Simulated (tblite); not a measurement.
Run record: tight-binding relaxation, `ClCC#C[CH]Cl` [radical].

Computed with GFN2-xTB geometry optimisation, gas phase (tblite 0.8.0). Start geometry: from a force field or distance geometry. The input is one job of a driver script: a line of settings, then coordinates in Å.

Command:
```bash
OMP_NUM_THREADS=1 python probes_run.py task.json out
```

Input:
```
{"job": {"kind": "relax", "xc": "GFN2-xTB", "basis": "xTB"}, "charge": 0, "multiplicity": 2}
Cl    -3.002900     1.440600    -0.337100
C     -2.338100    -0.202900    -0.269600
C     -0.846800    -0.184600    -0.142300
C      0.345400    -0.157000    -0.049100
C      1.809700    -0.170100     0.093200
Cl     2.538900     1.183300    -0.810900
H     -2.784400    -0.644900     0.653300
H      2.185200    -1.120600    -0.320100
H      2.106500    -0.137700     1.157400
```

Output:
```
step      E/eV     max force
  0    -518.17386    4.426
  1    -518.28256    6.151
  2    -518.59579    1.990
  3    -518.70866    1.751
  4    -518.76814    1.250
  5    -518.83307    0.803
  6    -518.86196    0.496
  7    -518.88017    0.488
  8    -518.88975    0.456
  9    -518.90088    0.373
... (78 lines left out)
 88    -519.00406    0.011
 89    -519.00407    0.012
 90    -519.00409    0.017
 91    -519.00410    0.016
 92    -519.00412    0.014
 93    -519.00414    0.014
 94    -519.00416    0.016
 95    -519.00418    0.016
 96    -519.00420    0.010
 97    -519.00421    0.004
```

«max force» is the largest atomic force in eV/Å.

**Question.** From which step on does the largest force stay under 0.1 eV/Å, and how much energy is left to gain from there?

**Answer.** From step 77 (0.090 eV/Å), 1.8 meV above the end.

Summary of the converged run: energy lowered by 19.1 kcal/mol over 97 steps; largest atomic force 0.004 eV/Å at the end.

**Question.** Where do the atoms end?

**Answer.** 0.657 Å rms from the input after alignment:
```
atom  x, y, z in Å
Cl1   -3.0589    1.3160    0.5776
C2    -2.2044    0.0028   -0.0998
C3    -0.8562   -0.0776   -0.0117
C4     0.3545   -0.1358    0.1486
C5     1.7787   -0.1698    0.1637
Cl6    2.4488    0.5791   -1.3672
H7    -2.7995   -0.7360   -0.6073
H8     2.1621   -1.1904    0.1852
H9     2.1885    0.4176    0.9857
```

The run took 0.3 s wall on an AMD EPYC 9R45 with one thread, no GPU, shared host with 96 logical CPUs at a one-minute load of 45.
Labels such as C1 count atoms from 1, the log's own numbers from 0.
